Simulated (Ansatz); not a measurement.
1T (CdI2-type) ZrSe2 was calculated with PBE-D4 in Ansatz (plane waves, PAW).

Numerical settings: plane-wave cutoff 520 eV, 12×12×6 k mesh (along the axes of the cell as run), Fermi–Dirac smearing 0.01 eV, scalar-relativistic PAW data made under PBE.

Cell (relaxed at this level):

ZrSe2 is taken in the trigonal space group P-3m1 (No. 164), the CdI2 type structure, Pearson symbol hP3. Lattice parameters: a = 3.7517 Å, b = 3.7517 Å, c = 6.1282 Å, α = 90.00°, β = 90.00°, γ = 120.00°. Zr on 1a is coordinated by 6 Se at 2.690 Å (octahedral). Se on 2d sees 3 Zr at 2.690 Å (trigonal pyramidal). (Neighbours: up to the widest gap in distance over summed covalent radii, below 1.35, at either atom; cation-cation and far metal-metal contacts left out.)

What does this level give for the bulk modulus, band gap and smallest direct gap on the k points sampled?


bulk modulus: 27.9 GPa
band gap: 0.16 eV
smallest direct gap on the k points sampled: 1.04 eV

Measured, for comparison: band gap 1.18 eV (temperature not stated, not corrected to a static lattice, fundamental, indirect, our sources range from 0.90 to 1.20; as tabulated in Rybak et al. (2022), arXiv:2210.12074).

Note: the bulk modulus comes from volumes at which shape and atoms were relaxed.

Spin–orbit coupling is not included.

Cost on a shared machine: roughly 7 core-minutes.

Ansatz is a first-principles code.
